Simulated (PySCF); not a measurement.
CF₃, doublet: data card

All numbers come from UPBE/[C def2-TZVP, F def2-TZVP], no relativity, density fitting, PySCF.

The structure is a minimum.

```xyz
4
charge 0 multiplicity 2, angstrom
C     0.0000    0.0000   -0.3330
F     1.2698    0.0000    0.0700
F    -0.6349    1.0997    0.0701
F    -0.6349   -1.0997    0.0701
```

```json
{
 "Point group": "C3v",
 "Bond lengths": "C–F 1.332 Å (×3)",
 "Bond angles": "F–C–F 111.3° (×3)",
 "Entropy at 298.15 K and 1 bar (electronic part: spin only)": "265.7 J/(mol K)",
 "Rotational constants": "0.3545, 0.3545, 0.1834 cm⁻¹",
 "Principal polarisabilities": "13.3, 17.9, 17.9 bohr³",
 "Rotational symmetry number": "3",
 "Heat capacity Cp at 298.15 K": "50.8 J/(mol K)",
 "Dipole moment": "0.15 D",
 "Atomisation energy without zero-point energy": "1559 kJ/mol",
 "Zero-point energy": "30.3 kJ/mol",
 "Highest occupied level (α)": "-6.23 eV",
 "Lowest empty level (β)": "-3.76 eV",
 "Spin squared ⟨S²⟩": "0.751",
 "Principal quadrupole moments (Buckingham, traceless) about the centre of mass": "-0.53, -0.53, 1.05 D Å",
 "Enthalpy at 298.15 K above 0 K": "11.65 kJ/mol"
}
```

Harmonic modes (masses in u: C 12.000, F 18.998):
```tsv
symmetry	ω (cm⁻¹)	IR (km/mol, summed over degenerate members)
e	485	1.4
a1	675	9.6
a1	1039	32.4
e	1190	680
```

In C3v the vibrations span 2e + 2a1.

Charges (e):
```csv
atom,Mulliken,Löwdin,polar tensor,spin (Mulliken),Mayer order to C1
C1,0.31,-0.65,1.40,0.83,–
"F2,3,4",-0.10,0.22,-0.47,0.06,1.17
```

Mulliken populations on C1: s 3.22, p 2.17, d 0.27, f 0.04.

This need not be the most stable arrangement of these atoms.

The final relaxation and frequency run took 2.1 min on 4 threads of a shared Arm Neoverse V1 host, with 124 basis functions and 10 gradients; the process peaked at 1.2 GiB. Launch command: `OMP_NUM_THREADS=4 python axn.py task.json out`.
